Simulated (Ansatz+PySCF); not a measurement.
Results of a calculation; reference values are marked as such.
Input for Ansatz (development build ahead of 0.2.0):

```yaml
crystal:
  periodic: [false, false, false]
  atoms:
    - { symbol: Na, position_ang: [0.0, 0.0, 0.0] }
    - { symbol: H, position_ang: [3.03649, 0.0, 1.75312] }
    - { symbol: H, position_ang: [-2.33954, 0.0, 1.35074] }
basis:
  gaussian: { orbitals: STO-3G }
total_charge: 1
magnetization:
  spin_polarized: true
  initial_magnetization: 2
hamiltonian:
  xc: hf
correlation:
  method: ccsd_t
  frozen_orbitals: { H: 0, Na: 1 }
```

The input is written out in the form of the current development build from the run's settings.

Output:

| Property | Result |
| --- | --- |
| Converged | yes |
| Reference energy | -160.71928 hartree |
| CCSD correlation energy | -0.03918 hartree |
| Triples correction | -0.00163 hartree |
| Total energy | -160.76009 hartree |
| Spin squared of the determinant | 2.000 |
| Stability test | minimum |
| T1 diagnostic | 0.006 |
| Largest doubles amplitude | 0.03 |
| Occupied orbitals by symmetry in an Abelian subgroup (alpha; beta) | 6 A' 1 A''; 4 A' 1 A'' |
